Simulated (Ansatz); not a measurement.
The first iterations of a band of C2H4S2 (8 atoms, charge 0, multiplicity 1).

Theory: UKS r2SCAN/def2-SVP (Ansatz).

- movable images: 5
- climbing image: yes
- spring: 5.0 eV/Å²
- optimiser: quadratic models (default)
- start path: through a guess of the saddle point
- force threshold: 0.03 eV/Å
- iteration limit: 10
- end points: relaxed

Image 0:

```xyz
8
Properties=species:S:1:pos:R:3
C -0.315 0.824 -0.180
C -0.065 -0.625 0.133
S 1.239 -1.042 1.317
S 1.263 -1.484 -0.748
H 0.635 1.367 -0.285
H -0.887 0.918 -1.117
H -0.908 1.290 0.624
H -0.963 -1.248 0.256
```

Image 6:

```xyz
8
Properties=species:S:1:pos:R:3
C -0.286 0.717 -0.347
C 0.386 -0.627 -0.292
S 0.427 -1.422 1.277
S 1.070 -1.370 -1.578
H 0.232 1.433 0.315
H -0.271 1.100 -1.375
H -1.330 0.645 0.001
H -0.229 -0.477 1.999
```

| iteration | highest image above the first end (eV) | largest band force component (eV/Å) |
| --- | --- | --- |
| 1 | 3.890 | 4.382 |
| 2 | 4.280 | 1.777 |
| 3 | 3.850 | 2.083 |

Problem. Does the band converge within its limit, and where does its top end?

Solution. It did not converge within its limit. It ended after 10 iterations with the highest image 2.123 eV above the first end. The band didn't meet its force threshold, so its energies are provisional: the largest band force was still 3.83 eV/Å, and over the last iterations the top moved between 1.58 and 2.12 eV. The orbitals stay closed-shell, which can raise the energy where a bond breaks towards radicals; this wasn't checked here.

Time of the run: 4.6 min on 2 threads of Arm Neoverse V1, on a shared host, peak memory 0.24 GiB.
